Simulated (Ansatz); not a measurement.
SiSe2 (Ibam, No. 72)

The numbers are results of LDA (Ansatz, a quantum-chemistry and plane-wave program, PAW), not measurements.

Settings: plane-wave cutoff 520 eV, 8×8×8 k mesh, Fermi–Dirac smearing 0.01 eV, scalar-relativistic PAW data made under PBE.

Cell (relaxed at this level):

```
Se2Si
1.0
   -3.03887     4.41163     2.90346
    3.03887    -4.41163     2.90346
    3.03887     4.41163    -2.90346
Si Se
2 4
Cartesian
  0.00000   0.00000   4.35518
  0.00000   0.00000   1.45173
  1.30912   1.16834   0.00000
  1.72974   3.24329   2.90346
  1.72974   5.57997   0.00000
  1.30912  -1.16834   2.90346
```

```yaml
band_gap: 1.38 eV (on the SCF k mesh)
"Γ–Γ gap": 2.77 eV
bulk_modulus: 12.8 GPa
```

Note: the bulk modulus is −V dP/dV from two relaxed cells at ±2 % in volume; the volume lies 8 % below that of the published cell.

Spin–orbit coupling is not included.

Static lattice: no zero-point or thermal effects.

It cost about 15 core-minutes (a rough figure) of CPU time.
